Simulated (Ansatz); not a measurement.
## Worked example: correlation energy of [BH₂···H···Si], triplet

Geometry: a point of a hydrogen-transfer path between rigid fragments, not a stationary point.

```xyz
5

B    -2.2987    0.0000    0.0000
H    -2.8955    1.0336    0.0000
H    -2.8955   -1.0336    0.0000
H    -0.8797    0.0000    0.0000
Si    1.1243    0.0000    0.0000
```

Basis cc-pVDZ; Ansatz 0.2.0. Only valence electrons are correlated (noble-gas cores frozen), which leaves 10 electrons in 41 orbitals. R marks a restricted (for open shells ROHF) determinant, U an unrestricted one.

Full CI isn't at hand for all of this; UCCSDT(Q) serves as the reference, and is uncertain by about the last step of the cluster series.

Runs differ by some tens of microhartree through their thresholds and, for an open shell, their frozen cores, so steps under 0.03 kcal/mol mean nothing.

```tsv
level	total energy (hartree)
UHF	-315.222765
UMP2	-315.366875
UCCSD	-315.409547
UCCSD(T)	-315.413401
UCCSDT	-315.414460
UCCSDT(Q)	-315.414619
```

Q: What is the correlation energy at UCCSDT(Q), and what share of it do UMP2 and UCCSD recover?

A: E(corr) = -315.414619 − (-315.222765) = -0.191854 hartree = -5.221 eV. UMP2: -0.144110 / -0.191854 = 75.11 %. UCCSD: -0.186782 / -0.191854 = 97.36 %.

Q: By how many kcal/mol does UCCSD(T) miss UCCSDT(Q) (1 hartree = 627.509 kcal/mol), and which steps make up the rest?

A: -315.413401 − (-315.414619) = 0.001218 hartree = 0.76 kcal/mol. Steps: UCCSDT − UCCSD(T) = -0.66, UCCSDT(Q) − UCCSDT = -0.10 kcal/mol. That is within 1 kcal/mol of the reference in this basis, which itself misses far more of the correlation at the basis-set limit.
